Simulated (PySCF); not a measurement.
**Mass spectrum arithmetic for CO**

Species: `[C-]#[O+]`.

Calculated for natural abundance.

Question: Find the molar and monoisotopic masses of CO.

Answer: For CO, with standard atomic weights, 1 × 12.011 + 1 × 15.999 = 28.010 g/mol. From the most abundant isotopes (12C, 16O), 1 × 12.000000 + 1 × 15.994915 = 27.9949 u.

Question: Work out the cluster of the molecular ion M+•, one line a nominal mass.

Answer: 
```json
{"nominal mass": "28", "m/z (centroid)": "27.9944", "relative intensity": "100.0"}
{"nominal mass": "29", "m/z (centroid)": "28.9978", "relative intensity": "1.1"}
{"nominal mass": "30", "m/z (centroid)": "29.9986", "relative intensity": "0.2"}
```

Lines under 0.1 % of the tallest are left out. One electron mass, 0.00055 u, is taken off. Abundances used (%; other tables differ somewhat): 12C 98.93, 13C 1.07; 16O 99.757, 17O 0.038, 18O 0.205.

Question: Give the mass fraction of each element.

Answer: C 42.88 %, O 57.12 %.

Question: What share of all molecules is the monoisotopic species?

Answer: 0.9893 × 0.99757 = 98.69 %.

Question: Which m/z would the protonated and sodiated molecule have?

Answer: [M+H]+ 29.0022, [M+Na]+ 50.9841, for the monoisotopic species (arithmetic only; whether such ions form is another matter).

Question: Count the protons, neutrons and electrons of the monoisotopic species, and give its exact less its nominal mass.

Answer: 14 protons, 14 neutrons and 14 electrons; 27.9949 − 28 = -0.0051 u.

Question: Resolve the fine structure: one atom at a time replaced by a minor isotope.

Answer: Intensity in % of the monoisotopic species:

```tsv
isotope	mass shift (u)	m/z	intensity (%)
13C	+1.00335	28.9977	1.08
17O	+1.00422	28.9986	0.04
18O	+2.00425	29.9986	0.21
```

Species under 0.02 % are left out.
